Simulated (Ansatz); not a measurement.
C2H4NO, SMILES C=NC[O], a rigid scan of one bond angle

Computed with Ansatz 0.2.0, Python API.

Notebook, run cell by cell (the value of a cell's last expression is shown):

In [1]:
```python
import ansatz as az
from ase import Atoms
```

In [2]:
```python
atoms = Atoms(['C', 'N', 'C', 'O', 'H', 'H', 'H', 'H'], positions=[
    [1.2753, -0.0902, 0.4284],
    [0.035, -0.0264, 0.7618],
    [-1.0239, 0.0188, -0.2191],
    [-0.954, 1.2108, -0.9423],
    [2.0375, -0.122, 1.199],
    [1.5765, -0.1139, -0.6156],
    [-0.9439, -0.8456, -0.9131],
    [-2.0025, -0.0314, 0.301],
])
```

In [3]:
```python
# relax first, so that the scan starts from a minimum
first = az.Crystal.molecule_from_ase(atoms).calculation()
first = first.basis(gaussian='6-31G*')
first = first.functional('hf')
first = first.spin('collinear', total=1).relax(force_tolerance=0.02, max_steps=80)
atoms.positions = first.run().report['positions_ang']
```

In [4]:
```python
rows = []
for angle in [85, 95, 105, 115, 125, 140, 160]:
    bent = atoms.copy()
    bent.set_angle(0, 1, 2, angle, indices=[2, 3, 6, 7])
    calculation = (
        az.Crystal.molecule_from_ase(bent).calculation()
        .basis(gaussian='6-31G*')
        .functional('hf')
        .spin('collinear', total=1)
    )
    rows.append((angle, calculation.run().report['free_energy_ev']))
floor = min(e for _, e in rows)
for angle, e in rows:
    print(f'angle C0-N1-C2 = {angle:3d} deg   {1000 * (e - floor):9.1f} meV')
```
```text
angle C0-N1-C2 =  85 deg      4095.4 meV
angle C0-N1-C2 =  95 deg      1796.1 meV
angle C0-N1-C2 = 105 deg       472.9 meV
angle C0-N1-C2 = 115 deg        10.9 meV
angle C0-N1-C2 = 125 deg         0.0 meV
angle C0-N1-C2 = 140 deg       346.5 meV
angle C0-N1-C2 = 160 deg       970.7 meV
```

The scan is rigid, and the energies are electronic, in a modest basis. The zero is the lowest point of the grid, which needn't be the minimum. The run takes the species as open-shell (spin multiplicity 2), which needn't be its ground state. The expectation value of S² is noticeably off S(S+1) in at least one run, so that state is spin-contaminated. Run time: 24 s on 1 thread of AMD EPYC 9B45 (Zen 5) (shared host), peak memory 0.22 GiB.
